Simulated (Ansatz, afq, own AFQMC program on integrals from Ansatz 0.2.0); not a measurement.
AFQMC on a folder of integrals that Ansatz 0.2.0 wrote.

```yaml
crystal:
  periodic: [false, false, false]
  atoms:
    - {symbol: Si, position_ang: [0.000000, -0.047060, 0.551810]}
    - {symbol: B, position_ang: [0.000000, -0.060513, -1.363344]}
    - {symbol: H, position_ang: [0.000000, 1.171072, 1.447364]}
    - {symbol: H, position_ang: [0.000000, 0.789266, -2.200146]}
basis:
  gaussian: {orbitals: cc-pVDZ}
magnetization: {spin_polarized: true, initial_magnetization: 3}
correlation: {method: ccsd_t, electrons: outside_noble_gas, hamiltonian_folder: ham}
```

```sh
$ ansatz run in.yaml --threads 1 --pin off --events-out ev --progress --plain --max-ram 1382MiB
```

Options of the walk:

```
--method free --trial cisd --walkers 60 --time-step 0.03 --max-blocks 80 --target-error 0.00036 --factor-cut 1e-05 --seed 199 --times 0,0.3,0.6,1.2,1.8,2.4,3.6,4.8,6 --taylor-order 8
```

Times are imaginary, in 1/Eh. The walk had a cap of 1002 s.

Output of the walk:

```
orbitals 36  electrons 6 3  factors 274 of 404
reference energy -314.64179736 Eh
CCSD correlation -0.15900111 Eh in 12 cycles, weight of the determinant in the CISD state 0.8917
repeat  energy at the last time / Eh  error
    10  -314.807180  0.001091
    20  -314.806820  0.000654
    30  -314.807123  0.000632
    40  -314.807009  0.000807
    50  -314.807216  0.000734
    60  -314.807039  0.000634
    70  -314.807017  0.000556
    80  -314.807031  0.000507
time / (1/Eh)  energy / Eh  error  mean overlap
  0.00  -314.800714  0.000081  1.1205
  0.30  -314.803701  0.000106  1.1143
  0.60  -314.805250  0.000144  1.1036
  1.20  -314.806374  0.000164  1.1001
  1.80  -314.806643  0.000168  1.1063
  2.40  -314.807028  0.000212  1.1096
  3.60  -314.807346  0.000283  1.1180
  4.80  -314.807102  0.000335  1.1275
  6.00  -314.807031  0.000507  1.1829
energy -314.807031 +/- 0.000507 Eh
```

The run passed its tests (error under three times the target), which doesn't prove that it has relaxed.

Against this walk (error 13.8 meV) on the same determinant: CCSD(T) 39.9 meV higher, CCSDT(Q) 2.8 meV lower (within the noise). The error is statistical, and a free projection of finite length keeps a remainder of its start.

Cautions: remainder of the start not in the error; error above the target (13.8 against 9.8 meV); lower spins were not checked.

The walk took 4.4 min on 1 thread of Arm Neoverse V1 (shared host). The log's last line is the free-projection energy.

CCSDT and higher add their correlation energy to the determinant of the CCSD(T) run, since their own runs factorise the integrals more tightly (a shift of under 2 meV). A walk keeps the symmetry of its determinant, which the program's search chose and which needn't be the lowest solution, so a lower state of the same spin and another symmetry isn't excluded.
